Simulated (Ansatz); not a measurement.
Start from MgO in the rock salt structure (space group Fm-3m, No. 225).

```
CELL_PARAMETERS angstrom
      0.00000     2.12722     2.12722
      2.12722     0.00000     2.12722
      2.12722     2.12722     0.00000
ATOMIC_POSITIONS crystal
  O  0.00000 0.00000 0.00000
  Mg 0.50000 0.50000 0.50000
```

Levels (all Ansatz, a program for electronic structure, PAW, earlier PAW set): PBE (420 eV, no SOC); r2SCAN (500 eV, no SOC).

Levels that relaxed their own cell: PBE and r2SCAN.

```json
[
 {"level": "PBE", "band gap": "4.46 eV", "lattice parameter a": "4.254 Å"},
 {"level": "r2SCAN", "band gap": "5.68 eV", "lattice parameter a": "4.208 Å"}
]
```

Measured: band gap 8.36 eV (static lattice; corrected from measurement; as listed in Wei Chen et al., Physical Review Materials (2018)); lattice parameter a 4.189 Å (static lattice; corrected from measurement; as listed in Daniel Mejia-Rodriguez, S. B. Trickey, Phys. Rev. B (2018)).

Computed minus measured — band gap: PBE -3.90 eV, r2SCAN -2.68 eV (closest: r2SCAN); lattice parameter a: PBE +1.6 %, r2SCAN +0.4 % (closest: r2SCAN). A measured gap can be an optical one, lowered by exciton binding.

Whether these cells are dynamically stable was not tested.
